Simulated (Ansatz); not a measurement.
# SiHO+: geometry and frequencies at several levels, part 2 of 2

Aim: geometry and frequencies at several levels, for SiHO+, with the cost of each level. Charge +1.

Ansatz 0.2.0, Gaussian bases. Earlier steps stand in the parts before.

### Step 9. Relaxation, B3LYP-D4/def2-TZVPP

input.yaml

```yaml
crystal:
  periodic: [false, false, false]
  atoms:
    - { symbol: O, position_ang: [0.0, 0.0, -0.19164407] }
    - { symbol: Si, position_ang: [0.0, 0.0, 1.34616455] }
    - { symbol: H, position_ang: [0.0, 0.0, -1.15451048] }
total_charge: 1
basis:
  gaussian: { orbitals: def2-TZVPP }
hamiltonian:
  xc: { name: B3LYP }
  dispersion: d4
relax:
  f_tol: 0.002
  max_steps: 150
```

Launch:

```console
$ ansatz run input.yaml --threads 2 --pin off --max-ram 5120MiB --backend cpu --events-out ev --progress --plain --runs-dir out
```

Log, shortened:

```text
Warning: RAYON_NUM_THREADS=2 ignored (pool sized by the plan → 2); use --threads N
[...]
Functional definition: B3LYP
[...]
501 factors; their error is unknown
[...]
mean field -9934.96109838 eV, -365.1030862069 hartree, gradient 5.8e-6 eV, S^2 0.000000; 0 other end points of the search recorded, 0 dependent functions left out
[...]
reference -9934.96126552 eV, -365.1030923491 hartree; 11, 11 occupied and 76, 76 virtual orbitals, 501 factors
relax step   1: F+E_penalty+E_count = -9935.00177239 eV  Δ(F+E_penalty+E_count) = +0.000e0 eV  max|allowed force component| = 2.652e-1 eV/Å  Δτ_max = 0.0000 Å  (28 SCF iters, accepted)
[...]
relax step   2: F+E_penalty+E_count = -9935.00243837 eV  Δ(F+E_penalty+E_count) = -6.660e-4 eV  max|allowed force component| = 1.387e-1 eV/Å  Δτ_max = 0.0023 Å  (28 SCF iters, accepted)
[...]
relax step   3: F+E_penalty+E_count = -9935.00264368 eV  Δ(F+E_penalty+E_count) = -2.053e-4 eV  max|allowed force component| = 1.040e-3 eV/Å  Δτ_max = 0.0021 Å  (29 SCF iters, accepted)
501 factors; their error is unknown
mean field -9934.96200224 eV, -365.1031194231 hartree, gradient 2.6e-5 eV, S^2 0.000000; 1 other end points of the search recorded, 0 dependent functions left out
[...]
reference -9934.96216956 eV, -365.1031255719 hartree; 11, 11 occupied and 76, 76 virtual orbitals, 501 factors
Total energy: -9935.00281100 eV, -365.1046191173 hartree
Atom 0 at     0.000000     0.000000    -0.192567 Å, force    -0.000000     0.000000    -0.000254 eV/Å
Atom 1 at    -0.000000    -0.000000     1.350564 Å, force     0.000000    -0.000000     0.001040 eV/Å
Atom 2 at    -0.000000    -0.000000    -1.157987 Å, force     0.000000    -0.000000    -0.000787 eV/Å
Dipole moment:    -0.000000     0.000000     0.060054 e Å
```

Run time: 5.1 s. Hardware: 2 threads of Intel Xeon at 2.50GHz (Skylake/Cascade Lake), shared host; peak memory 0.13 GiB.

The steps of the relaxation:

```
step  energy from step 1 (eV)  largest force component (eV/Å)
   1                   0.0000                          0.2652
   2                  -0.0007                          0.1387
   3                  -0.0009                          0.0010
```

Step 1 is the start.

Before: Bond lengths: O1–Si2 1.538 Å, O1–H3 0.963 Å. Angles: Si2–O1–H3 180.0°.

After: Bond lengths: O1–Si2 1.543 Å, O1–H3 0.965 Å. Angles: Si2–O1–H3 180.0°.

### Step 10. Frequencies, B3LYP-D4/def2-TZVPP

input.yaml

```yaml
crystal:
  periodic: [false, false, false]
  atoms:
    - { symbol: O, position_ang: [0.0, 0.0, -0.19256677] }
    - { symbol: Si, position_ang: [0.0, 0.0, 1.35056398] }
    - { symbol: H, position_ang: [0.0, 0.0, -1.15798721] }
total_charge: 1
basis:
  gaussian: { orbitals: def2-TZVPP }
hamiltonian:
  xc: { name: B3LYP }
  dispersion: d4
phonons: {}
```

Launch:

```console
$ ansatz run input.yaml --threads 2 --pin off --max-ram 5120MiB --backend cpu --events-out ev --progress --plain --runs-dir out
```

Log, shortened:

```text
Warning: RAYON_NUM_THREADS=2 ignored (pool sized by the plan → 2); use --threads N
[...]
[... 1 set-up line as earlier in the session ...]
[...]
501 factors; their error is unknown
[...]
mean field -9934.96200224 eV, -365.1031194231 hartree, gradient 6.1e-6 eV, S^2 0.000000; 0 other end points of the search recorded, 0 dependent functions left out
[...]
reference -9934.96216956 eV, -365.1031255720 hartree; 11, 11 occupied and 76, 76 virtual orbitals, 501 factors
[...]
501 factors; their error is unknown
mean field -9934.96199865 eV, -365.1031192912 hartree, gradient 2.1e-6 eV, S^2 0.000000; 0 other end points of the search recorded, 0 dependent functions left out
[...]
reference -9934.96216597 eV, -365.1031254400 hartree; 11, 11 occupied and 76, 76 virtual orbitals, 501 factors
[...]
501 factors; their error is unknown
[...]
501 factors; their error is unknown
mean field -9934.96183292 eV, -365.1031132007 hartree, gradient 2.1e-6 eV, S^2 0.000000; 0 other end points of the search recorded, 0 dependent functions left out
[...]
reference -9934.96200021 eV, -365.1031193486 hartree; 11, 11 occupied and 76, 76 virtual orbitals, 501 factors
[...]
501 factors; their error is unknown
mean field -9934.96185748 eV, -365.1031141033 hartree, gradient 2.2e-6 eV, S^2 0.000000; 0 other end points of the search recorded, 0 dependent functions left out
[...]
reference -9934.96202482 eV, -365.1031202531 hartree; 11, 11 occupied and 76, 76 virtual orbitals, 501 factors
Total energy: -9935.00281100 eV, -365.1046191173 hartree
Atom 0 at     0.000000     0.000000    -0.192567 Å, force    -0.000000     0.000000    -0.000253 eV/Å
Atom 1 at     0.000000     0.000000     1.350564 Å, force     0.000000    -0.000000     0.001040 eV/Å
Atom 2 at     0.000000     0.000000    -1.157987 Å, force     0.000000    -0.000000    -0.000787 eV/Å
Dipole moment:     0.000000     0.000000     0.060054 e Å
Vibrations: 373.08 373.08 1118.79 3803.46 cm⁻¹, zero-point energy 0.351397 eV
```

Run time: 18 s. Hardware: 2 threads of Intel Xeon at 2.50GHz (Skylake/Cascade Lake), shared host; peak memory 0.13 GiB.

Harmonic frequencies (cm⁻¹; negative: imaginary): 373, 373, 1119, 3803.

### Step 11. Relaxation, B2PLYP/def2-TZVPP

input.yaml

```yaml
crystal:
  periodic: [false, false, false]
  atoms:
    - { symbol: O, position_ang: [0.0, 0.0, -0.19164407] }
    - { symbol: Si, position_ang: [0.0, 0.0, 1.34616455] }
    - { symbol: H, position_ang: [0.0, 0.0, -1.15451048] }
total_charge: 1
basis:
  gaussian: { orbitals: def2-TZVPP }
hamiltonian:
  xc: { name: B2PLYP }
relax:
  f_tol: 0.002
  max_steps: 150
```

Launch:

```console
$ ansatz run input.yaml --threads 2 --pin off --max-ram 5120MiB --backend cpu --events-out ev --progress --plain --runs-dir out
```

Log, shortened:

```text
Warning: RAYON_NUM_THREADS=2 ignored (pool sized by the plan → 2); use --threads N
[...]
Functional definition: B2PLYP
[...]
587 factors; integrals over basis functions are off by at most 4.9e-4 eV
[...]
mean field -9927.19985876 eV, -364.8178659119 hartree, gradient 6.9e-6 eV, S^2 0.000000; 0 other end points of the search recorded, 0 dependent functions left out
6 core orbitals not correlated: weight in the atoms' cores, before any rotation towards them, 1.000 or more for the frozen orbitals, at most 0.000 for the correlated occupied ones
reference -9927.19996359 eV, -364.8178697643 hartree; 5, 5 occupied and 76, 76 virtual orbitals, 587 factors
second order -10.30687562 eV of doubles, -0.00000000 eV of singles
[...]
relax step   1: F+E_penalty+E_count = -9929.98271518 eV  Δ(F+E_penalty+E_count) = +0.000e0 eV  max|allowed force component| = 2.481e-1 eV/Å  Δτ_max = 0.0000 Å  (44 SCF iters, accepted)
[...]
587 factors; integrals over basis functions are off by at most 4.7e-4 eV
[...]
mean field -9927.19649412 eV, -364.8177422635 hartree, gradient 1.6e-6 eV, S^2 0.000000; 1 other end points of the search recorded, 0 dependent functions left out
6 core orbitals not correlated: weight in the atoms' cores, before any rotation towards them, 1.000 or more for the frozen orbitals, at most 0.000 for the correlated occupied ones
reference -9927.19659903 eV, -364.8177461187 hartree; 5, 5 occupied and 76, 76 virtual orbitals, 587 factors
second order -10.32183080 eV of doubles, -0.00000000 eV of singles
[...]
Total energy: -9929.98349334 eV, -364.9201625958 hartree
Atom 0 at    -0.000000     0.000000    -0.192784 Å, force    -0.000000    -0.000000    -0.001417 eV/Å
Atom 1 at     0.000000    -0.000000     1.349976 Å, force     0.000000    -0.000000     0.001357 eV/Å
Atom 2 at    -0.000000     0.000000    -1.157182 Å, force     0.000000     0.000000     0.000060 eV/Å
Dipole moment:     0.000000    -0.000000     0.049818 e Å
```

Run time: 14 s. Hardware: 2 threads of Intel Xeon at 2.50GHz (Skylake/Cascade Lake), shared host; peak memory 0.17 GiB.

Step by step:

```
step  E - E(step 1) (eV)  largest force component (eV/Å)
   1              0.0000                          0.2481
   2             -0.0005                          0.1294
   3             -0.0007                          0.0014
```

Step 1 is the start.

Before: Bond lengths: O1–Si2 1.538 Å, O1–H3 0.963 Å. Angles: Si2–O1–H3 180.0°.

After: Bond lengths: O1–Si2 1.543 Å, O1–H3 0.964 Å. Angles: Si2–O1–H3 180.0°.

### Step 12. Frequencies, B2PLYP/def2-TZVPP

input.yaml

```yaml
crystal:
  periodic: [false, false, false]
  atoms:
    - { symbol: O, position_ang: [0.0, 0.0, -0.19278438] }
    - { symbol: Si, position_ang: [0.0, 0.0, 1.34997617] }
    - { symbol: H, position_ang: [0.0, 0.0, -1.15718179] }
total_charge: 1
basis:
  gaussian: { orbitals: def2-TZVPP }
hamiltonian:
  xc: { name: B2PLYP }
phonons: {}
```

Launch:

```console
$ ansatz run input.yaml --threads 2 --pin off --max-ram 5120MiB --backend cpu --events-out ev --progress --plain --runs-dir out
```

Log, shortened:

```text
Warning: RAYON_NUM_THREADS=2 ignored (pool sized by the plan → 2); use --threads N
[...]
[... 1 set-up line as earlier in the session ...]
[...]
587 factors; integrals over basis functions are off by at most 4.7e-4 eV
[...]
mean field -9927.19649412 eV, -364.8177422634 hartree, gradient 7.4e-6 eV, S^2 0.000000; 0 other end points of the search recorded, 0 dependent functions left out
6 core orbitals not correlated: weight in the atoms' cores, before any rotation towards them, 1.000 or more for the frozen orbitals, at most 0.000 for the correlated occupied ones
reference -9927.19659902 eV, -364.8177461186 hartree; 5, 5 occupied and 76, 76 virtual orbitals, 587 factors
second order -10.32183064 eV of doubles, -0.00000000 eV of singles
[...]
587 factors; integrals over basis functions are off by at most 4.7e-4 eV
[...]
587 factors; integrals over basis functions are off by at most 4.7e-4 eV
mean field -9927.19514433 eV, -364.8176926595 hartree, gradient 1.1e-6 eV, S^2 0.000000; 0 other end points of the search recorded, 0 dependent functions left out
6 core orbitals not correlated: weight in the atoms' cores, before any rotation towards them, 1.000 or more for the frozen orbitals, at most 0.000 for the correlated occupied ones
reference -9927.19524924 eV, -364.8176965150 hartree; 5, 5 occupied and 76, 76 virtual orbitals, 587 factors
second order -10.32624723 eV of doubles, -0.00000000 eV of singles
[...]
Total energy: -9929.98349330 eV, -364.9201625941 hartree
Atom 0 at     0.000000     0.000000    -0.192784 Å, force     0.000000    -0.000000    -0.001417 eV/Å
Atom 1 at     0.000000     0.000000     1.349976 Å, force    -0.000000    -0.000000     0.001356 eV/Å
Atom 2 at     0.000000     0.000000    -1.157182 Å, force     0.000000     0.000000     0.000061 eV/Å
Dipole moment:     0.000000    -0.000000     0.049818 e Å
Vibrations: 370.10 370.10 1121.54 3817.81 cm⁻¹, zero-point energy 0.352087 eV
```

It took 65 s on 2 threads of Intel Xeon at 2.50GHz (Skylake/Cascade Lake), shared host; peak memory 0.16 GiB.

Harmonic frequencies (cm⁻¹; negative: imaginary): 370, 370, 1122, 3818.

### Step 13. The levels compared

```csv
level,O1–Si2 (Å),rotational constants (MHz),highest frequency (cm⁻¹),CPU time
PBE0-D4/def2-TZVPP,1.5378,18193,3851,11 s
PBE-D4/def2-TZVPP,1.5549,17794,3705,9 s
r2SCAN-D4/def2-TZVPP,1.5408,18121,3801,12 s
B3LYP-D4/def2-TZVPP,1.5431,18069,3803,9 s
B2PLYP/def2-TZVPP,1.5428,18080,3818,26 s
```

Constants are for the commonest isotopes at the equilibrium geometry; times are CPU times of the relaxations.

### Step 14. Results

This closing draws on all 2 parts.

| quantity | value |
| --- | --- |
| O1–Si2 at B2PLYP/def2-TZVPP | 1.543 Å |
| frequencies at B2PLYP/def2-TZVPP | 370 to 3818 cm⁻¹ |

What this shows: The O1–Si2 distance spreads over 0.017 Å, from PBE0-D4/def2-TZVPP (shortest) to PBE-D4/def2-TZVPP. No mode is imaginary, so the geometry is a minimum.
